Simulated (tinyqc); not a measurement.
ROHF in the sto-3g basis, for OH+, spin multiplicity 3, step by step. One step of it, computed by the program tinyqc.

Problem. Iteration 2: Roothaan effective Fock matrix. With projectors Pc = D(beta) S, Po = (D(alpha) - D(beta)) S, Pv = 1 - D(alpha) S, the block xy is Px^T F Py; with Fc = (F(alpha) + F(beta))/2, the blocks are Fc for cc, oo, vv and cv, F(beta) for co and F(alpha) for ov.

F(alpha) (hartree), order 1O 1s, 1O 2s, 1O 2px, 1O 2py, 1O 2pz, 2H 1s:
$$\begin{pmatrix}
-21.199880 & -5.406000 & 0.000000 & 0.000000 & -0.026723 & -1.505401 \\
-5.406000 & -3.253552 & 0.000000 & 0.000000 & -0.167392 & -1.543464 \\
0.000000 & 0.000000 & -1.220248 & 0.000000 & 0.000000 & 0.000000 \\
0.000000 & 0.000000 & 0.000000 & -1.220248 & 0.000000 & 0.000000 \\
-0.026723 & -0.167392 & 0.000000 & 0.000000 & -1.205021 & -0.849704 \\
-1.505401 & -1.543464 & 0.000000 & 0.000000 & -0.849704 & -1.221113
\end{pmatrix}$$

F(beta) (hartree), order 1O 1s, 1O 2s, 1O 2px, 1O 2py, 1O 2pz, 2H 1s:
$$\begin{pmatrix}
-21.150925 & -5.330382 & 0.000000 & 0.000000 & -0.026723 & -1.481983 \\
-5.330382 & -2.892515 & 0.000000 & 0.000000 & -0.167392 & -1.410952 \\
0.000000 & 0.000000 & -0.292644 & 0.000000 & 0.000000 & 0.000000 \\
0.000000 & 0.000000 & 0.000000 & -0.292644 & 0.000000 & 0.000000 \\
-0.026723 & -0.167392 & 0.000000 & 0.000000 & -1.110132 & -0.824988 \\
-1.481983 & -1.410952 & 0.000000 & 0.000000 & -0.824988 & -1.160395
\end{pmatrix}$$

D(alpha) after iteration 1, order 1O 1s, 1O 2s, 1O 2px, 1O 2py, 1O 2pz, 2H 1s:
$$\begin{pmatrix}
1.054144 & -0.223926 & 0.000000 & 0.000000 & 0.038407 & -0.031089 \\
-0.223926 & 0.956722 & 0.000000 & 0.000000 & -0.205782 & 0.058067 \\
0.000000 & 0.000000 & 1.000000 & 0.000000 & 0.000000 & 0.000000 \\
0.000000 & 0.000000 & 0.000000 & 1.000000 & 0.000000 & 0.000000 \\
0.038407 & -0.205782 & 0.000000 & 0.000000 & 0.718696 & 0.252238 \\
-0.031089 & 0.058067 & 0.000000 & 0.000000 & 0.252238 & 0.107621
\end{pmatrix}$$

D(beta) after iteration 1, order 1O 1s, 1O 2s, 1O 2px, 1O 2py, 1O 2pz, 2H 1s:
$$\begin{pmatrix}
1.054144 & -0.223926 & 0.000000 & 0.000000 & 0.038407 & -0.031089 \\
-0.223926 & 0.956722 & 0.000000 & 0.000000 & -0.205782 & 0.058067 \\
0.000000 & 0.000000 & 0.000000 & 0.000000 & 0.000000 & 0.000000 \\
0.000000 & 0.000000 & 0.000000 & 0.000000 & 0.000000 & 0.000000 \\
0.038407 & -0.205782 & 0.000000 & 0.000000 & 0.718696 & 0.252238 \\
-0.031089 & 0.058067 & 0.000000 & 0.000000 & 0.252238 & 0.107621
\end{pmatrix}$$

overlap S, order 1O 1s, 1O 2s, 1O 2px, 1O 2py, 1O 2pz, 2H 1s:
$$\begin{pmatrix}
1.000000 & 0.236704 & 0.000000 & 0.000000 & 0.000000 & 0.065049 \\
0.236704 & 1.000000 & 0.000000 & 0.000000 & 0.000000 & 0.528105 \\
0.000000 & 0.000000 & 1.000000 & 0.000000 & 0.000000 & 0.000000 \\
0.000000 & 0.000000 & 0.000000 & 1.000000 & 0.000000 & 0.000000 \\
0.000000 & 0.000000 & 0.000000 & 0.000000 & 1.000000 & 0.419322 \\
0.065049 & 0.528105 & 0.000000 & 0.000000 & 0.419322 & 1.000000
\end{pmatrix}$$

Give: effective F.

Solution.

effective F (hartree), order 1O 1s, 1O 2s, 1O 2px, 1O 2py, 1O 2pz, 2H 1s:
$$\begin{pmatrix}
-21.1754 & -5.3682 & 0.0000 & 0.0000 & -0.0267 & -1.4937 \\
-5.3682 & -3.0730 & 0.0000 & 0.0000 & -0.1674 & -1.4772 \\
0.0000 & 0.0000 & -0.7564 & 0.0000 & 0.0000 & 0.0000 \\
0.0000 & 0.0000 & 0.0000 & -0.7564 & 0.0000 & 0.0000 \\
-0.0267 & -0.1674 & 0.0000 & 0.0000 & -1.1576 & -0.8373 \\
-1.4937 & -1.4772 & 0.0000 & 0.0000 & -0.8373 & -1.1908
\end{pmatrix}$$
